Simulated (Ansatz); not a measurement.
# C3H2O2: the cost of one run

Program: Ansatz 0.2.0. Level of theory: RKS r2SCAN-D4/def2-SVP. These are calculated values, not measurements.

### Step 1. Starting point

Bond lengths: C1–C2 1.190 Å, C2–C3 1.439 Å, C3–O4 1.175 Å, C3–O5 1.364 Å, C1–H6 1.084 Å, O5–H7 0.960 Å. Angles: C1–C2–C3 177.8°, C2–C1–H6 172.7°, C2–C3–O4 126.6°, C2–C3–O5 113.8°, O4–C3–O5 119.1°, C3–O5–H7 105.0°.

As a file:

```xyz
7

C    -0.6272    0.2477    1.7896
C    -0.3274    0.0121    0.6620
C     0.0638   -0.3161   -0.6837
O    -0.2355   -1.2801   -1.2845
O     0.9883    0.5364   -1.2128
H    -0.9885    0.5536    2.7647
H     1.1877    0.1784   -2.0810
```

### Step 2. Relaxing end A

Contents of input.yaml:

```yaml
crystal:
  periodic: [false, false, false]
  atoms:
    - { symbol: C, position_ang: [-0.6272, 0.2477, 1.7896] }
    - { symbol: C, position_ang: [-0.3274, 0.0121, 0.662] }
    - { symbol: C, position_ang: [0.0638, -0.3161, -0.6837] }
    - { symbol: O, position_ang: [-0.2355, -1.2801, -1.2845] }
    - { symbol: O, position_ang: [0.9883, 0.5364, -1.2128] }
    - { symbol: H, position_ang: [-0.9885, 0.5536, 2.7647] }
    - { symbol: H, position_ang: [1.1877, 0.1784, -2.081] }
basis:
  gaussian: { orbitals: def2-SVP }
hamiltonian:
  xc: r2scan
  dispersion: d4
relax:
  f_tol: 0.015
  max_steps: 40
```

Run with:

```bash
ansatz run input.yaml --threads 2 --pin off --max-ram 3072MiB --backend cpu --events-out ev --progress --plain --runs-dir out
```

Q: Estimate wall time and peak memory on 2 threads of Intel Xeon 6975P-C (Granite Rapids), shared host.

About 9.4 s, with a peak of 0.17 GiB.
